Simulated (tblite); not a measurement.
Compound: C₅H₈F (doublet state).
SMILES with atom numbers: `[CH3:1][C:2]1([F:3])[CH2:4][CH:5][CH2:6]1` (hydrogens: H7, H8, H9 on C1; H10, H11 on C4; H12 on C5; H13, H14 on C6)

Computed values, GFN2-xTB/tblite, gas phase, harmonic and unscaled. This tight-binding method is rough: wavenumbers can miss measured ones by several per cent, in bad cases by 10 to 20. Open shells enter through the occupations alone, without spin polarisation, and single modes of such species can be off by tens of per cent.

Harmonic wavenumbers (cm⁻¹): 79.7, 141.5, 206.6, 296.1, 350.3, 407.7, 425.8, 648.8, 806.7, 850.4, 890.4, 941.8, 952.1, 985.7, 1004.6, 1009.9, 1070.9, 1153.8, 1202.0, 1212.4, 1229.2, 1256.3, 1279.7, 1394.3, 1425.7, 1437.9, 1475.8, 1484.5, 2894.0, 2896.4, 2931.8, 2933.5, 3034.4, 3038.4, 3054.4, 3173.8.

A = 5321, B = 3261, C = 3049 MHz; mass 87.061 u (most abundant isotopes); point group Cs, symmetry number 1; spin multiplicity 2.

Question: What is the zero-point energy?

Answer: ½Σν̃ = 24789 cm⁻¹ = 70.87 kcal/mol.

Question: Give the ideal-gas entropy at 400 K and 1 bar in the rigid-rotor, harmonic-oscillator model (classical rotation).

Answer: Translation 40.79, rotation 27.09, vibration 21.41, spin (R ln 2) 1.38: S = 90.7 cal/(mol K).

Question: And Cp and H(400 K) − H(0)?

Answer: Cp = 33.79 cal/(mol K), of which vibrations give 25.85 (their classical limit is 36 R = 71.5); H(400 K) − H(0) = 7.97 kcal/mol without the zero-point energy, 4.79 from vibrations.

Question: How do the functions run with temperature in this model?

Answer: 
```csv
T (K),S (cal/(mol K)),Cp (cal/(mol K)),H − H(0) (kcal/mol),G − H(0) (kcal/mol),ln q(vib)
100,61.7,13.4,1.02,-5.15,0.60
200,72.8,19.5,2.66,-11.90,1.87
300,82.0,26.5,4.96,-19.65,3.27
500,98.9,40.2,11.68,-37.77,6.27
800,121.0,53.5,25.92,-70.86,10.95
1000,133.6,59.2,37.22,-96.33,13.96
```

q(vib) and H(0) count from the zero-point level.

Question: Which modes carry the vibrational entropy at 400 K?

Answer: 79.7 cm⁻¹: 4.48; 141.5 cm⁻¹: 3.35; 206.6 cm⁻¹: 2.62; 296.1 cm⁻¹: 1.95; 350.3 cm⁻¹: 1.65; 407.7 cm⁻¹: 1.40 cal/(mol K); the other 30 give 5.95 together.

Hindered rotation and anharmonicity are outside this model.
